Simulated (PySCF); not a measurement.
## Working out the ionisation energy of Ne

Ne [Ne] (1S) → Ne⁺ [He] 2s2 2p5 (2P). Computed with PySCF 2.14 in cc-pVDZ-DK (3s2p1d, 14 functions), with the spin-free X2C one-electron Hamiltonian (Gaussian nucleus). Frozen: 1s2. Energies in hartree (1 hartree = 27.21139 eV):

| part | Ne (lower) | Ne⁺ (upper) |
| --- | --- | --- |
| UHF | -128.625186 | -127.903198 |
| CCSD correlation | -0.189203 | -0.144239 |
| (T) | -0.001047 | -0.001024 |

**Question.** What does Hartree-Fock give?

**Answer.** (-127.903198) − (-128.625186) = 0.721988 hartree = 19.646 eV.

**Question.** What do CCSD and CCSD(T) give?

**Answer.** The CCSD correlation energies differ by 0.044964 hartree = 1.224 eV and the triples by 0.000023 hartree = 0.001 eV, so CCSD gives 20.870 eV and CCSD(T) 20.871 eV.

Measured between the centres of the two terms (NIST): 21.597 eV, so CCSD(T) (valence) is off by -0.726 eV.

A double-zeta basis recovers only part of the correlation energy.

What remains against the reference includes basis incompleteness, the frozen core and higher excitations.
